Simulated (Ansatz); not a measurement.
What a trial cell of Re₂W relaxes into

Method: Ansatz 0.2.0, DFT PBE, scalar-relativistic, plane waves, PAW. Cutoff 420 eV, Γ-centred k mesh, Gaussian smearing, no spin polarisation in the final step.

Re₂W was placed on the cubic Laves (C15) structure type (Fd-3m, No. 227), with W in place of Mg, Re in place of Cu, at a guessed volume.

```xyz
6
Lattice="0.0000 3.6370 3.6370 3.6370 0.0000 3.6370 3.6370 3.6370 0.0000" Properties=species:S:1:pos:R:3 pbc="T T T"
Re    4.5463    4.5463    4.5463
Re    4.5463    2.7278    2.7278
Re    2.7278    2.7278    4.5463
Re    2.7278    4.5463    2.7278
W     0.0000    0.0000    0.0000
W     1.8185    1.8185    1.8185
```

Cell and atoms relax at zero pressure; the relaxation can't lower the symmetry of the start.

Energies over the elements count from the elements' standard structures at the same level, with no empirical corrections.

**Question.** Which crystal results?

**Answer.** It keeps Fd-3m (No. 227). The result has the cubic Laves (C15) structure. Conventional cell: a = 7.251 Å. Around Re lie 6 Re at 2.56 Å and 6 W at 3.01 Å; around W lie 12 Re at 3.01 Å and 4 W at 3.14 Å.

```xyz
6
Lattice="0.0000 3.6253 3.6253 3.6253 0.0000 3.6253 3.6253 3.6253 0.0000" Properties=species:S:1:pos:R:3 pbc="T T T"
Re    0.9063    0.9063    0.9063
Re    0.9063    2.7190    2.7190
Re    2.7190    2.7190    0.9063
Re    2.7190    0.9063    2.7190
W     3.6253    3.6253    3.6253
W     5.4380    5.4380    5.4380
```

**Question.** What are its volume, energy, density and gap?

**Answer.** The volume per atom is 15.88 Å³, the density is 19.39 g/cm³ and the energy over the elements is 0.24 eV/atom. The gap on the 10×10×10 mesh is 0 eV (a metal).

The final run used a 10×10×10 mesh on its 6-atom cell and 0.10 eV smearing. The k mesh leaves about 4 meV/atom of noise in metals. Spin–orbit coupling is left out. Symmetry constrained the relaxation, so the result can be a saddle point. The steps took roughly 80 core-seconds in all.

Cost: 2 runs of about 1.3 core-minutes in all, on Arm Neoverse V1 (shared hosts).